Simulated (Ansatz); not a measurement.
Geometry optimisation, RKS B3LYP-D4/cc-pVDZ (Ansatz 0.2.0).

Input:

```yaml
crystal:
  periodic: [false, false, false]
  atoms:
    - { symbol: Al, position_ang: [0.0, 0.0, 0.0] }
    - { symbol: "N", position_ang: [0.0, 0.0, 1.92] }
    - { symbol: H, position_ang: [-0.877, -0.2713, 2.45] }
    - { symbol: H, position_ang: [0.877, 0.2713, 2.45] }
    - { symbol: H, position_ang: [1.351, 0.0, -0.78] }
    - { symbol: Cl, position_ang: [-1.9312, 0.0, -1.115] }
basis:
  gaussian: { orbitals: cc-pVDZ }
hamiltonian:
  xc: b3lyp
  dispersion: d4
relax:
  f_tol: 0.02
  max_steps: 40
```

Launched with:

```bash
$ ansatz run input.yaml --threads 1 --pin off --max-ram 2048MiB --backend cpu --events-out ev --progress --plain --runs-dir out
```

Task: Where does it end, and by what steps?

Result: It converged. After 6 steps the energy has fallen by 0.439 eV; H4 moved furthest, 0.24 Å.

```tsv
step	energy less start (eV)	largest force component (eV/Å)	accepted
0	0.0000	1.998	yes
1	-0.3533	1.289	yes
2	-0.4204	0.852	yes
3	-0.4237	0.352	yes
4	-0.4382	0.083	yes
5	-0.4388	0.021	yes
6	-0.4389	0.006	yes
```

```xyz
6
Properties=species:S:1:pos:R:3
Al 0.016 0.013 0.043
N -0.020 -0.001 1.819
H -0.862 -0.063 2.385
H 0.801 0.051 2.415
H 1.354 0.110 -0.775
Cl -1.869 -0.111 -0.962
```

The run took 15 s on 1 thread of Arm Neoverse V2 (shared host), peak memory 0.13 GiB.
